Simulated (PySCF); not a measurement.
# Frontier levels across methods

Species: C4H5NS.
Geometry (PBE0-D3(BJ)/def2-SVP, Å), atoms numbered from 1 in this order:
```
atom  x, y, z in Å
N1     2.1337    0.0393   -0.1710
C2     0.7623    0.1173   -0.0217
C3    -0.1988   -0.7851   -0.4157
C4    -1.5219   -0.3202   -0.1589
C5    -1.5601    0.9139    0.4229
S6     0.0358    1.5404    0.6597
H7     2.4777   -0.9051   -0.2986
H8     2.6761    0.5401    0.5229
H9     0.0391   -1.7463   -0.8732
H10   -2.4196   -0.8933   -0.3963
H11   -2.4231    1.5001    0.7322
```

Basis pcSseg-2 throughout (PySCF), one geometry. Geometry: PBE0-D3(BJ)/def2-SVP; no solvent, vibrations or thermal averaging.

Problem. How do the orbital energies, the gap and the dipole change with the method?

Solution. 
```json
{"method": "BLYP", "kind": "GGA", "HOMO (eV)": "-4.50", "LUMO (eV)": "-0.79", "gap (eV)": "3.71", "μ (D)": "1.75", "SCF cycles": "18"}
{"method": "B97-D", "kind": "GGA", "HOMO (eV)": "-4.60", "LUMO (eV)": "-0.79", "gap (eV)": "3.80", "μ (D)": "1.77", "SCF cycles": "16"}
{"method": "OPBE", "kind": "GGA", "HOMO (eV)": "-4.63", "LUMO (eV)": "-0.79", "gap (eV)": "3.84", "μ (D)": "1.81", "SCF cycles": "16"}
{"method": "PBE", "kind": "GGA", "HOMO (eV)": "-4.66", "LUMO (eV)": "-0.89", "gap (eV)": "3.77", "μ (D)": "1.78", "SCF cycles": "18"}
{"method": "KT3", "kind": "GGA", "HOMO (eV)": "-4.67", "LUMO (eV)": "-0.91", "gap (eV)": "3.76", "μ (D)": "1.73", "SCF cycles": "15"}
{"method": "KT2", "kind": "GGA", "HOMO (eV)": "-4.68", "LUMO (eV)": "-0.88", "gap (eV)": "3.80", "μ (D)": "1.73", "SCF cycles": "16"}
{"method": "BP86", "kind": "GGA", "HOMO (eV)": "-4.75", "LUMO (eV)": "-0.95", "gap (eV)": "3.80", "μ (D)": "1.78", "SCF cycles": "17"}
{"method": "LDA", "kind": "LDA", "HOMO (eV)": "-4.84", "LUMO (eV)": "-1.07", "gap (eV)": "3.76", "μ (D)": "1.80", "SCF cycles": "16"}
{"method": "B97-2", "kind": "global hybrid", "HOMO (eV)": "-5.45", "LUMO (eV)": "-0.07", "gap (eV)": "5.38", "μ (D)": "1.73", "SCF cycles": "14"}
{"method": "B3LYP", "kind": "global hybrid", "HOMO (eV)": "-5.49", "LUMO (eV)": "-0.28", "gap (eV)": "5.21", "μ (D)": "1.71", "SCF cycles": "14"}
{"method": "PBE0", "kind": "global hybrid", "HOMO (eV)": "-5.69", "LUMO (eV)": "-0.04", "gap (eV)": "5.65", "μ (D)": "1.73", "SCF cycles": "14"}
{"method": "mPW1PW91", "kind": "global hybrid", "HOMO (eV)": "-5.71", "LUMO (eV)": "-0.06", "gap (eV)": "5.65", "μ (D)": "1.73", "SCF cycles": "14"}
{"method": "BHandHLYP", "kind": "global hybrid", "HOMO (eV)": "-6.57", "LUMO (eV)": "0.75", "gap (eV)": "7.32", "μ (D)": "1.67", "SCF cycles": "13"}
{"method": "CAM-B3LYP", "kind": "range-separated hybrid", "HOMO (eV)": "-6.93", "LUMO (eV)": "0.88", "gap (eV)": "7.80", "μ (D)": "1.68", "SCF cycles": "13"}
{"method": "wB97X-D", "kind": "range-separated hybrid", "HOMO (eV)": "-7.45", "LUMO (eV)": "1.68", "gap (eV)": "9.13", "μ (D)": "1.70", "SCF cycles": "14"}
{"method": "HF", "kind": "Hartree–Fock", "HOMO (eV)": "-7.82", "LUMO (eV)": "2.50", "gap (eV)": "10.32", "μ (D)": "1.69", "SCF cycles": "12"}
{"method": "LC-wPBE", "kind": "range-separated hybrid", "HOMO (eV)": "-8.21", "LUMO (eV)": "1.99", "gap (eV)": "10.20", "μ (D)": "1.67", "SCF cycles": "14"}
```

The HOMO spans 3.72 eV, from BLYP down to LC-wPBE, and the gap runs from 3.71 eV (BLYP) to 10.32 eV (HF). Over the methods BLYP (0 %), B97-D (0 %), OPBE (0 %), PBE (0 %), KT3 (0 %), KT2 (0 %), BP86 (0 %), LDA (0 %), B97-2 (21 %), B3LYP (20 %), PBE0 (25 %), mPW1PW91 (25 %), BHandHLYP (50 %), HF (100 %), a straight line through the gap against the share of exact exchange rises by 0.67 eV for each 10 % (correlation coefficient 0.998). The dipole ranges from 1.67 D (LC-wPBE) to 1.81 D (OPBE). This basis has no diffuse functions.

The vertical ΔSCF ionisation energy at PBE0/def2-SVPD is 7.65 eV; −ε(HOMO) comes closest to it with HF (7.82 eV).
